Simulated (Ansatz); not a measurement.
# BH₂ (doublet): wave-function methods side by side, aug-cc-pVTZ

Aim: climb from Hartree-Fock through coupled cluster and multireference methods for BH₂ (doublet) at one geometry and basis, and see what each rung misses.

Method: aug-cc-pVTZ, core rule «outside noble gas», up to 1 orbitals frozen; program: Ansatz 0.2.0, Gaussian basis.

Plan: UHF; CCSD(T) on ROHF; CCSD(T) on UHF; BCCD(T) on ROHF; CCSDT(Q) on ROHF; CCSDT(Q) on UHF; CASSCF and MRCISD+Q, 5 electrons in 6 orbitals; CASSCF and MRCISD+Q(relaxed), 5 electrons in 6 orbitals; CASSCF and NEVPT2, 5 electrons in 6 orbitals.

7 further runs of the same task are left out: 1 that didn't finish, 6 set aside as unsound or not needed.

**1. What is computed**

The geometry is a PBE0/def2-TZVPD stationary point (not a proven minimum) of the parent state, kept for this charge and spin.

3 atoms, charge 0, spin multiplicity 2.

Atoms are counted from 1 here; the program's logs count them from 0.

Bond lengths: B1–H2 1.209 Å, B1–H3 1.209 Å. Angles: H2–B1–H3 128.9°.

**2. UHF**

Contents of in.yaml:

```yaml
crystal:
  periodic: [false, false, false]
  atoms:
    - {symbol: B, position_ang: [0.000000, -0.081894, 0.000000]}
    - {symbol: H, position_ang: [0.000000, 0.439190, -1.091073]}
    - {symbol: H, position_ang: [0.000000, 0.439190, 1.091073]}
basis:
  gaussian: {orbitals: aug-cc-pVTZ}
magnetization: {spin_polarized: true, initial_magnetization: 1}
hamiltonian: {xc: hf}
output: {orbitals: {seedname: orbitals}}
```

Started as:

```bash
> ansatz run in.yaml --threads 1 --pin off --events-out ev --progress --plain --max-ram 3968MiB --backend cpu
```

The runs that follow: CCSD(T) on ROHF; CCSD(T) on UHF; BCCD(T) on ROHF; CCSDT(Q) on ROHF; CCSDT(Q) on UHF; CASSCF and MRCISD+Q, 5 electrons in 6 orbitals; CASSCF and MRCISD+Q(relaxed), 5 electrons in 6 orbitals; CASSCF and NEVPT2, 5 electrons in 6 orbitals.

Q: Predict the results of all the runs planned. Wanted: UCCSDT(Q) below the RHF energy; RMP2 from UCCSDT(Q); UMP2 from UCCSDT(Q); RCCSD from UCCSDT(Q); RCCSD(T) from UCCSDT(Q); UCCSD(T) from UCCSDT(Q); RCCSDT(Q) from UCCSDT(Q); NEVPT2 valence from UCCSDT(Q); MRCISD+Q valence from UCCSDT(Q).

As calculated:

| quantity | value |
| --- | --- |
| UCCSDT(Q) below the RHF energy | -2.8816 eV |
| RMP2 from UCCSDT(Q) | +13.24 kcal/mol |
| UMP2 from UCCSDT(Q) | +13.18 kcal/mol |
| RCCSD from UCCSDT(Q) | +1.63 kcal/mol |
| RCCSD(T) from UCCSDT(Q) | +0.32 kcal/mol |
| UCCSD(T) from UCCSDT(Q) | +0.31 kcal/mol |
| RCCSDT(Q) from UCCSDT(Q) | +0.01 kcal/mol |
| NEVPT2 valence from UCCSDT(Q) | +11.05 kcal/mol |
| MRCISD+Q valence from UCCSDT(Q) | +0.16 kcal/mol |
| MRCISD+Q(relaxed) valence from UCCSDT(Q) | -0.35 kcal/mol |
| levels within 1 kcal/mol (43 meV) | RCCSD(T), UCCSD(T), BCCD(T), RCCSDT, UCCSDT, RCCSDT(Q), MRCISD+Q valence, MRCISD+Q(relaxed) valence |
| T1 diagnostic | 0.016 |
| effectively unpaired electrons | 1.01 |

What this shows: RCCSD(T) misses by +0.32 kcal/mol, 0.5 % of the correlation energy. One determinant dominates. Of the multireference levels listed MRCISD+Q valence comes nearest in total energy (+0.16 kcal/mol), which doesn't show that its space is the better one. These misses are within one basis, not against nature; the frozen cores of restricted and unrestricted runs differ, which can shift their rows.
